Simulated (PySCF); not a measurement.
**TDDFT excited states: C2H2ClF3**

Compound: C2H2ClF3.
InChI=1S/C2H2ClF3/c3-2(5,6)1-4/h1H2

Theory: TDDFT PBE0/def2-SVPD, vertical, gas phase, core orbitals frozen in the response (PySCF 2.14.0, density-fitted response routines). One conformer (not necessarily the lowest) at the GFN2-xTB geometry, without solvent, vibrations or thermal averaging. Torsions of this conformer, `[F:1][CH2:2][C:3]([F:4])([F:5])[Cl:6]`: F1–C2–C3–F4 -60°.

| state | E (eV) | ν̃ (cm⁻¹) | f | symmetry | main configurations (H = HOMO, L = LUMO) |
| --- | --- | --- | --- | --- | --- |
| S1 | 7.75 | 62520 | 0.0004 | – | H→L (97%) |
| S2 | 7.78 | 62710 | 0.0076 | A′ | H-1→L (95%) |
| S3 | 8.91 | 71850 | 0.087 | A′ | H-2→L (92%) |
| S4 | 9.10 | 73430 | 0.0001 | – | H-3→L (84%), H→L+1 (10%) |
| S5 | 9.29 | 74940 | 0.034 | A″ | H→L+1 (85%), H-3→L (9%) |
| S6 | 9.30 | 75000 | 0.046 | A′ | H-1→L+1 (96%) |
| S7 | 9.80 | 79030 | 0.042 | A′ | H-1→L+2 (61%), H-2→L+1 (29%) |
| S8 | 9.82 | 79210 | 0.022 | A″ | H→L+2 (91%) |

Triplets (Tamm–Dancoff): T1 6.91 eV, H→L (93%); T2 6.94 eV, H-1→L (93%); T3 7.92 eV, H-2→L (86%).

The lowest singlet comes at 160 nm (748 kJ/mol) in the vacuum ultraviolet; it is dark (f under 0.0005); its leading configuration is HOMO→LUMO (97%). The strongest level in the table is S3 at 8.91 eV (139 nm, f = 0.087). S5/S6 lie within about 0.01 eV of each other. Löwdin shares by element: HOMO (one of a set within 0.03 eV) chlorine 82%, fluorine 9% or more, carbon 5% or more; LUMO chlorine 52%, carbon 34%, fluorine 4% or more. Orbital energies (eV): HOMO-3 -10.92, HOMO-2 -10.65, HOMO-1 -9.90, HOMO -9.87, LUMO -0.34, LUMO+1 0.60, LUMO+2 1.33. The listed states span 2.07 eV, and the widest gap between neighbours is 1.13 eV (S2 to S3). The oscillator strengths of these states sum to 0.239; summed over the whole spectrum of an exact calculation they would give the number of electrons, 58 (Thomas–Reiche–Kuhn). Symmetry labels in Cs follow from the direction of the transition dipole and are given only for states with f of 0.002 or more. The window holds the lowest 8 singlets.
